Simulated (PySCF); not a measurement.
Phosphorus: a sound run and one with changed settings

Sound run: P [Ne] 3s2 3p3, P⁺ [Ne] 3s2 3p2. Calculation: PySCF 2.14, in pcseg-2 (5s4p2d1f, 34 functions); no relativity, point nucleus. In the sound run the correlated levels freeze [Ne]. The sound run starts from symmetry-adapted Hartree-Fock orbitals and uses a fine grid where one is needed.

Changed run: scalar relativity by spin-free X2C-1e. This setting is unsound on purpose.

```csv
species,method,sound run (hartree),changed run (hartree),converged
P,UHF,-340.70921,-341.44749,yes
P,M06-2X,-341.24787,-341.98815,yes
P,TPSS,-341.29125,-342.03046,yes
P,MP2,-340.78445,-341.52281,yes
P,CCSD(T),-340.80402,-341.54237,yes
P⁺,UHF,-340.34439,-341.08298,yes
P⁺,M06-2X,-340.86798,-341.60864,yes
P⁺,TPSS,-340.90456,-341.64417,yes
P⁺,MP2,-340.40357,-341.14220,yes
P⁺,CCSD(T),-340.42493,-341.16351,yes
```

Ionisation energy of P:

| method | sound run (eV) | changed run (eV) |
| --- | --- | --- |
| UHF | 9.927 | 9.919 |
| M06-2X | 10.337 | 10.327 |
| TPSS | 10.522 | 10.511 |
| MP2 | 10.364 | 10.357 |
| SCS-MP2 | 10.219 | 10.211 |
| CCSD | 10.292 | 10.286 |
| CCSD(T) | 10.316 | 10.309 |

Most of the change in total energy is the relativistic energy itself. On top of that the contraction fixes the core shape for the Hamiltonian it was made with, so the changed run is not a good calculation with the other Hamiltonian either.

For comparison, NIST gives 10.487 eV between the lowest levels.
